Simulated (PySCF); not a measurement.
Work out the structure from these simulated measurements.

Formula: CHO; charge +1.

| Quantity | Value |
| --- | --- |
| UV, first state | lowest singlet excitation: 9.50 eV (130 nm, f = 0.000) [TDDFT CAM-B3LYP/aug-cc-pVTZ] |
| Triplet | lowest triplet excitation (Tamm–Dancoff): 7.83 eV [TDA CAM-B3LYP/aug-cc-pVTZ] |
| 13C NMR | chemical shifts (computed TMS as zero) by class: 143.7 (1 C) ppm [GIAO PBE0/pcSseg-2] |
| Polarisability | 9.7 au [CAM-B3LYP/aug-cc-pVTZ] |
| NMR, other nuclei | isotropic shieldings of nuclei other than C and H, by class: -47 (1 O) ppm [GIAO PBE0/pcSseg-2] |
| 1H NMR | chemical shifts (computed TMS as zero) by class: 7.27 (1 H) ppm [GIAO PBE0/pcSseg-2] |
| Rotational structure | rotational constant B (linear): 45.161 GHz [PBE0-D3(BJ)/def2-TZVP] |

Gas-phase values; electronic properties from PySCF, density fitting. Levels stand in brackets. Isolated species at its PBE0-D3(BJ)/def2-TZVP geometry, gas phase. Each NMR value is the plain mean over a class of atoms that symmetry, rotation or inversion makes alike.

Problem. What is the compound? Reason from the data.

Solution. The one carbon: triply bonded carbon (143.7 ppm). The one hydrogen (7.27 ppm): hydrogen on carbon. The other shieldings belong to: -47 ppm, oxygen bonded to C. The optimised geometry has point group C∞v and is a linear rotor. Structure: `C#[O+]` (formyl cation).
